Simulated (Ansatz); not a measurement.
Worked example: HCSi⁺, triplet against HCSi, quartet

Geometry (PBE0/def2-TZVP stationary point of a quartet), kept for both states (HCSi, quartet: A''; HCSi⁺, triplet: A''):

```xyz
3

Si    0.0000    0.0326    0.6172
C     0.0000   -0.1270   -1.2686
H     0.0000    0.6065   -2.0825
```

Basis 6-31G; Ansatz 0.2.0. Only valence electrons are correlated (noble-gas cores frozen). R marks a restricted (for open shells ROHF) determinant, U an unrestricted one.

Full CI is exact within this basis and frozen core; it isn't the basis-set limit. The frozen core follows each run's orbitals, which can shift R against U totals by a few meV.

Unrestricted rows (U, and Kohn–Sham where it breaks symmetry) aren't spin-pure: their determinants' ⟨S²⟩ exceeds S(S+1) by up to 0.13, so they mix in states of higher spin.

```json
{"level": "UHF", "E(HCSi, quartet) (hartree)": "-327.171249", "E(HCSi⁺, triplet) (hartree)": "-326.925819"}
{"level": "UMP2", "E(HCSi, quartet) (hartree)": "-327.247294", "E(HCSi⁺, triplet) (hartree)": "-327.006774"}
{"level": "UCCSD(T)", "E(HCSi, quartet) (hartree)": "-327.273480", "E(HCSi⁺, triplet) (hartree)": "-327.038531"}
{"level": "PBE", "E(HCSi, quartet) (hartree)": "-327.731638", "E(HCSi⁺, triplet) (hartree)": "-327.477428"}
{"level": "wB97M-V", "E(HCSi, quartet) (hartree)": "-327.893644", "E(HCSi⁺, triplet) (hartree)": "-327.644829"}
{"level": "full CI", "E(HCSi, quartet) (hartree)": "-327.274379", "E(HCSi⁺, triplet) (hartree)": "-327.039931"}
```

Question: Give the vertical gap, HCSi⁺ triplet less HCSi quartet, at each level in eV (1 hartree = 27.2114 eV), and each error against full CI.

Answer: full CI: (-327.039931 − (-327.274379)) × 27.2114 = 6.380 eV (the reference)
wB97M-V: (-327.644829 − (-327.893644)) × 27.2114 = 6.771 eV, error 0.391 eV
PBE: (-327.477428 − (-327.731638)) × 27.2114 = 6.917 eV, error 0.537 eV
UCCSD(T): (-327.038531 − (-327.273480)) × 27.2114 = 6.393 eV, error 0.013 eV
UMP2: (-327.006774 − (-327.247294)) × 27.2114 = 6.545 eV, error 0.165 eV
UHF: (-326.925819 − (-327.171249)) × 27.2114 = 6.678 eV, error 0.298 eV

Total energies of functionals can't be set beside those of wave-function methods, since they hold the core's correlation and their own absolute errors; only the differences compare.

The set has no polarisation functions, so the order and spacing of states can differ from the basis-set limit.

In so small a basis the reference is far from its limit while semilocal and hybrid functionals are nearer theirs, so the functionals' errors here hold much of the reference's basis and frozen-core error, which can add to them or hide them.

Each level lands on the state that its own search finds. T1 diagnostics of restricted CCSD: 0.028 and 0.056.
